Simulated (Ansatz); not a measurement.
C3H6N2 (`NC1=NCC1`). Total charge 0; spin multiplicity 1.

```xyz
11

N     1.472    0.079    1.225
C     0.473    0.219    0.318
N     0.158    1.252   -0.384
C    -0.894    0.464   -1.072
C    -0.512   -0.770   -0.219
H     1.903    0.932    1.544
H     1.378   -0.644    1.916
H    -1.901    0.855   -0.909
H    -0.719    0.356   -2.145
H    -1.270   -1.124    0.484
H    -0.089   -1.620   -0.758
```

**Question.** Give the diagnostics of a CCSD(T)/def2-TZVPP run (frozen core, Ansatz). (An estimate is asked.)

**Answer.** Computed: T1 = 0.0120, largest single amplitude 0.019, largest double 0.035, (T) share of the correlation energy 4.4 %, 9 CCSD cycles. The RHF solution is stable towards an unrestricted one. T1 lies under the customary mark of 0.02 for closed shells.
